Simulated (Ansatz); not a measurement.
Ansatz (an electronic-structure program) input (CCSD(T)/STO-3G):

Ansatz 0.2 input:
```yaml
crystal:
  periodic: [false, false, false]
  atoms:
    - {symbol: C, position_ang: [-0.00552043, 0.00459894, -1.17388509]}
    - {symbol: C, position_ang: [0.00131904, -0.00109886, 0.28048569]}
    - {symbol: N, position_ang: [0.00672398, -0.00560159, 1.42981145]}
    - {symbol: H, position_ang: [-0.00547550, 1.02956237, -1.54542667]}
    - {symbol: H, position_ang: [0.87817519, -0.50722791, -1.55560292]}
    - {symbol: H, position_ang: [-0.89455918, -0.50412383, -1.54725412]}
basis:
  gaussian:
    orbitals: STO-3G
magnetization: {spin_polarized: false}
correlation: {method: ccsd_t, electrons: outside_noble_gas}
```

End of the output:

```
3 core orbitals not correlated
reference -3544.84512365 eV, -130.2706555117 hartree; 8, 8 occupied and 7, 7 virtual orbitals, 247 factors
second order -5.41336508 eV of doubles, -0.00000000 eV of singles
coupled cluster: 0.04 GiB planned
cycle   1  -5.66770972 eV  change   -2.5e-1 eV  update   6.4e-2
cycle   2  -5.94925491 eV  change   -2.8e-1 eV  update   2.7e-2
cycle   3  -6.03653686 eV  change   -8.7e-2 eV  update   1.1e-2
cycle   4  -6.04662598 eV  change   -1.0e-2 eV  update   3.8e-3
cycle   5  -6.05062346 eV  change   -4.0e-3 eV  update   1.0e-3
cycle   6  -6.05036379 eV  change    2.6e-4 eV  update   2.4e-4
cycle   7  -6.05022543 eV  change    1.4e-4 eV  update   7.0e-5
cycle   8  -6.05028578 eV  change   -6.0e-5 eV  update   2.1e-5
cycle   9  -6.05029805 eV  change   -1.2e-5 eV  update   4.8e-6
perturbative correction -0.05262400 eV, -0.0019338962 hartree
Total energy: -3550.94804569 eV, -130.4949337601 hartree
```
